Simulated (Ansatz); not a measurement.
Geometry optimisation, RKS r2SCANh-D4/def2-SVP in Ansatz.

input.yaml

```yaml
crystal:
  periodic: [false, false, false]
  atoms:
    - { symbol: B, position_ang: [0.421369, 0.017638, 0.071579] }
    - { symbol: "N", position_ang: [0.730018, -0.011147, 1.49684] }
    - { symbol: H, position_ang: [0.028039, -0.138727, 2.212163] }
    - { symbol: H, position_ang: [1.669237, 0.076633, 1.85674] }
    - { symbol: H, position_ang: [1.340841, 0.163412, -0.67754] }
    - { symbol: H, position_ang: [-0.726305, -0.10781, -0.272182] }
basis:
  gaussian: { orbitals: def2-SVP }
hamiltonian:
  xc: r2scanh
  dispersion: d4
relax:
  f_tol: 0.03
  max_steps: 50
```

Command:

```bash
$ ansatz run input.yaml --threads 1 --pin off --max-ram 2048MiB --backend cpu --events-out ev --progress --plain --runs-dir out
```

Where does it end, and by what steps?

The forces met the threshold. After 4 steps the energy has fallen by 0.100 eV; B1 moved furthest, 0.04 Å.

| step | energy less start (eV) | largest force component (eV/Å) | accepted |
| --- | --- | --- | --- |
| 0 | 0.0000 | 2.735 | yes |
| 1 | -0.0882 | 1.066 | yes |
| 2 | -0.0996 | 0.124 | yes |
| 3 | -0.1003 | 0.047 | yes |
| 4 | -0.1004 | 0.008 | yes |

```xyz
6
Properties=species:S:1:pos:R:3
B 0.435 0.016 0.113
N 0.724 -0.016 1.470
H 0.019 -0.136 2.185
H 1.660 0.079 1.840
H 1.338 0.164 -0.675
H -0.712 -0.106 -0.245
```

Run time: 8.1 s on 1 thread of Arm Neoverse V1, on a shared host, peak memory 0.11 GiB.
